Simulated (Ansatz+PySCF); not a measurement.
Two shapes of doublet PH₂.

Shape 1:

```xyz
3

P     0.0000    0.0000   -0.1064
H     1.0057    0.0000    0.8628
H    -1.0057    0.0000    0.8628
```

Shape 2:

```xyz
3

P    -0.0033    0.0090   -0.1129
H     1.0270    0.0038    0.8736
H    -1.0297   -0.0028    0.8673
```

Basis set: cc-pVTZ on H; cc-pV(T+d)Z on P (spherical functions). Frozen core: 5 orbitals. Correlation on ROHF uses semicanonical orbitals with singles. Charge 0, multiplicity 2.

Computed with Ansatz (development build ahead of 0.2.0) and PySCF 2.14.0; each method stands on the lowest determinant of its kind that the runs found.

(1) Which shape is lower in energy, and by how much in each method?

Answers

(1)

```tsv
method	E(2) − E(1) (eV)
ROHF	0.000
UHF	-0.001
ROHF-MP2	-0.002
UHF-MP2	-0.002
ROHF-CCSD(T)	-0.011
```

Shape 2 is lower, bar methods that put the two within 0.005 eV.
